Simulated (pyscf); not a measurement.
Optimised with ωB97X-D3(BJ)/def2-SVP in PySCF.

Problem. Estimate the classical barrier height and the reaction energy of methane (CH₄) + H₃C–AlH–NH₂ → H₃C–AlH–CH₃ + ammonia (NH₃) at ωB97M-D3(BJ)/def2-TZVP. The step runs on the singlet surface, breaks C–H, Al–N and forms Al–C, H–N; take the separated reactants as zero.

Solution. ΔE‡ = 30.2 kcal/mol, ΔE = +25.5 kcal/mol. Zero-point energy shifts the barrier by -0.8 kcal/mol. It is a four-centre exchange, with an imaginary mode of 1519i cm⁻¹. On the product side the descent ends in an adduct with a Al–N contact (not fully relaxed), 28.8 kcal/mol under the separated species and 32.3 kcal/mol under the saddle at ωB97X-D3(BJ)/def2-TZVP. What is counted as broken (Al–N) persists as a longer contact in the product adduct; parting that adduct is a step of its own. At the saddle there is also a short Al–H contact that neither side keeps. One saddle was located; it need not be the lowest between these sides.
